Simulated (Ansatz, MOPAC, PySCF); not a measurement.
Noncovalent pair: HCl (SMILES Cl) (first 2 atoms) with H2S (SMILES S); geometry from NCB31 set.
(charge 0, multiplicity 1):
```xyz
5

Cl    -1.91164    -0.00001     0.00350
H     -0.62732    -0.00006    -0.10405
S      1.84253     0.00001    -0.10154
H      1.82278    -0.96181     0.83465
H      1.82188     0.96186     0.83462
```

Interaction energies are E(AB) − E(A) − E(B) at the monomers' geometry in the complex; basis-set methods are counterpoise corrected. Rows marked so take none.

Correlated levels freeze the cores. CBS(a, b) extrapolates the correlation energy as X⁻³ and adds the Hartree–Fock energy of set b. Rows in 6-31G* carry no dispersion term and start afresh at each structure (6-31G* with six Cartesian d functions). MP2/6-31G* freezes PySCF's default core. The state that AM1 reach isn't checked.

The values were computed with Ansatz (a program for electronic structure) with Gaussian orbitals; MOPAC for AM1 (differences of heats of formation); PySCF for 6-31G* rows, the dispersion terms. Values without a source in brackets are computed.

```tsv
level	interaction energy (kcal/mol)
AM1	-2.99
HF/6-31G*	-0.91
r2SCAN-D4/def2-TZVPPD	-4.01
B3LYP/6-31G*	-2.99
BHLYP-D3(BJ)/def2-TZVPPD	-3.75
B2PLYP/def2-TZVPPD	-2.93
MP2/6-31G* (no counterpoise)	-2.89
MP2/aug-cc-pV(T+d)Z	…
CCSD(T)/CBS(aug-cc-pV(T+d)Z, aug-cc-pV(Q+d)Z)	…
```

Q: Complete the blanks.

A: 
- MP2/aug-cc-pV(T+d)Z, interaction energy (kcal/mol): -3.56
- CCSD(T)/CBS(aug-cc-pV(T+d)Z, aug-cc-pV(Q+d)Z), interaction energy (kcal/mol): -3.42
